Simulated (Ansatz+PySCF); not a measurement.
# doublet SiH4(+): levels of theory in one basis

```
atom    x (Å)    y (Å)    z (Å)
  Si  -0.4665   0.0000   0.5629
   H  -0.3400   0.0000  -1.2360
   H   0.4338   0.0000  -1.0914
   H   0.1864  -1.2856   0.8822
   H   0.1864   1.2856   0.8822
```

Basis set: cc-pVTZ on H; cc-pV(T+d)Z on Si (spherical functions). Correlated methods keep 5 orbitals frozen. Correlation on ROHF uses semicanonical orbitals with singles. Charge 1, multiplicity 2.

Computed with Ansatz (development build ahead of 0.2.0); each method stands on the lowest determinant of its kind that the runs found.

```
      method  E − E(ROHF) (eV)  <S²> of the determinant
        ROHF              0.00                     0.75
         UHF             -0.04                     0.75
    ROHF-MP2             -3.19                        –
     UHF-MP2             -3.20                     0.75
ROHF-CCSD(T)             -4.02                        –
 UHF-CCSD(T)             -4.02                     0.75
```

(1) What does UHF-CCSD give on the same scale?

(2) Is a single determinant a sound starting point here?

Answers

(1) -3.94 eV.

(2) By this sign, yes. Unrestricted orbitals gain 0.04 eV and <S²> is 0.75 against 0.75 for a pure state.
